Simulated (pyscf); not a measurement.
PySCF, gas phase, ωB97X-D3(BJ)/def2-SVP geometries.

SMILES: C[CH2][Ga]([CH3])[CH3]
```xyz
16

C      0.3826     1.8791    -1.3879
C     -0.4747     1.8364    -0.1183
Ga    -0.7729     0.0299     0.6318
C     -1.9124    -0.2295     2.2227
C      0.1023    -1.5181    -0.2286
H      0.5338     2.9065    -1.7618
H      1.3817     1.4443    -1.2171
H     -0.0766     1.3000    -2.2065
H     -0.0209     2.4559     0.6780
H     -1.4631     2.2985    -0.2986
H     -2.8116    -0.8085     1.9486
H     -1.3834    -0.8187     2.9906
H     -2.2437     0.7168     2.6771
H     -0.2684    -2.4858     0.1426
H     -0.0256    -1.4892    -1.3236
H      1.1899    -1.4795    -0.0403
```

What is the homolytic dissociation enthalpy (298 K, ωB97M-D3(BJ)/def2-TZVP) of the C–Ga bond of `[CH3][CH2][Ga]([CH3])[CH3]`, to •H₂C–CH₃ + [H₃C–Ga–CH₃]•?

C–Ga to •H₂C–CH₃ + [H₃C–Ga–CH₃]•: 3.03 eV. The 7 functionals that were run give +2.77 (r²SCAN) to +3.17 eV (ωB97X-D3(BJ)). The radicals are drawn with the spin at the cut bond; how far it spreads was not checked. Other isomers of •H₂C–CH₃, [H₃C–Ga–CH₃]• were not searched in full and may lie lower. Elements up to Kr have no core potential and no relativistic terms here.
